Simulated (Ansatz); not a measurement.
Basis-set extrapolation for `N=CO` (PBE0-D4/def2-TZVP geometry, frozen core, Ansatz). Multiplicity 1, RHF reference.

|  | def2-TZVPP | def2-QZVPP |
| --- | --- | --- |
| HF | -168.990223 | -168.998212 |
| MP2 correlation | -0.602907 | -0.647353 |
| CCSD(T) correlation | -0.641071 | -0.681884 |

Energies in hartree. Use E(X) = E(∞) + A·exp(−7.88·√X) for Hartree–Fock and E(X) = E(∞) + B·X^(−2.97) for correlation, with X = 3 and 4.

Problem. What is the CCSD(T) energy at the basis-set limit?

Solution. HF limit: -168.998212 + (-0.007989) × 0.13774 = -168.99931. Correlation limit: -0.681884 + (-0.040813) × 0.74074 = -0.71212. Total: -169.71143 hartree, 210.4 kJ/mol below CCSD(T)/def2-TZVPP.
